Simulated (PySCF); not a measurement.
Calculated NMR data

[PySCF 2.14: structure optimised with PBE0-D3(BJ)/def2-SVP; PBE0/pcSseg-1 with gauge-including orbitals; spin–spin couplings from B3LYP/pcJ-1 (spin–dipole term left out of most H,H and C,H couplings); a single conformation; non-relativistic Hamiltonian; rapidly exchanging positions averaged; gas phase]

Scale: 1H, 13C against TMS (reference shieldings calculated alike). Multiplet labels drop J under 1 Hz and among equivalent protons, and merge close values. Unscaled 3J(H,H) run several per cent high. Acid and N–H amide carbonyl carbons lie up to 10 ppm further downfield in solution (hydrogen bonding). Shifts are as computed. Against solution values, carbons near 30 ppm lie about +2 ppm off and those near 130 ppm about +4 ppm. Of 246 compounds with measured shifts, 49 miss one by over three times the rms of a fit or turn the order of signals round; such compounds aren't used in these exercises. Groups on amide-type nitrogens are kept apart (slow C–N rotation). OH and NH positions are gas-phase values without hydrogen bonding to other molecules.

Compound 1 (C3H7NO). 1H NMR (500 MHz, computed): δ 4.42 (br, 1H), 4.29 (br, 1H), 1.86 (q, J = 8.4 Hz, 2H), 1.06 (t, J = 8.4 Hz, 3H). 13C{1H} NMR (computed): δ 172.2, 28.3, 9.6. Structure: Propanamide.

Compound 2 (C5H6). 1H NMR (500 MHz, computed): δ 5.88 (m, 1H), 5.82 (m, 1H), 5.64 (m, 1H), 2.05 (m, 3H). 13C{1H} NMR (computed): δ 135.1 (CH2), 126.7 (CH), 96.9 (C), 84.0 (C), 5.6 (CH3). Structure: `C=CC#CC`.
